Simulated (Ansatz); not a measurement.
Hexafluoroethane, C₂F₆. Total charge 0; spin multiplicity 1. All single points use the PBE0-D4/def2-TZVP geometry.

```xyz
8

F     1.520   -0.464   -0.724
C     0.200   -0.381   -0.644
F    -0.259    0.262   -1.708
F    -0.311   -1.603   -0.621
C    -0.200    0.381    0.644
F     0.310    1.603    0.620
F    -1.521    0.463    0.725
F     0.260   -0.262    1.708
```

**Question.** What is the dipole moment at B3LYP/def2-TZVPP? (Estimate.)

**Answer.** Computed: 0.00 D, zero by symmetry or nearly so.

**Question.** Give the Mulliken charges with B3LYP, ωB97M-V, r2SCAN in def2-TZVPP. (Estimate.)

**Answer.** Computed: 
```json
{"atom": "F1", "B3LYP": "-0.15", "ωB97M-V": "-0.14", "r2SCAN": "-0.15"}
{"atom": "C2", "B3LYP": "0.45", "ωB97M-V": "0.42", "r2SCAN": "0.45"}
{"atom": "F3", "B3LYP": "-0.15", "ωB97M-V": "-0.14", "r2SCAN": "-0.15"}
{"atom": "F4", "B3LYP": "-0.15", "ωB97M-V": "-0.14", "r2SCAN": "-0.15"}
{"atom": "C5", "B3LYP": "0.45", "ωB97M-V": "0.42", "r2SCAN": "0.45"}
{"atom": "F6", "B3LYP": "-0.15", "ωB97M-V": "-0.14", "r2SCAN": "-0.15"}
{"atom": "F7", "B3LYP": "-0.15", "ωB97M-V": "-0.14", "r2SCAN": "-0.15"}
{"atom": "F8", "B3LYP": "-0.15", "ωB97M-V": "-0.14", "r2SCAN": "-0.15"}
```

B3LYP here is the variant with VWN-RPA as its local correlation; programs differ in this.
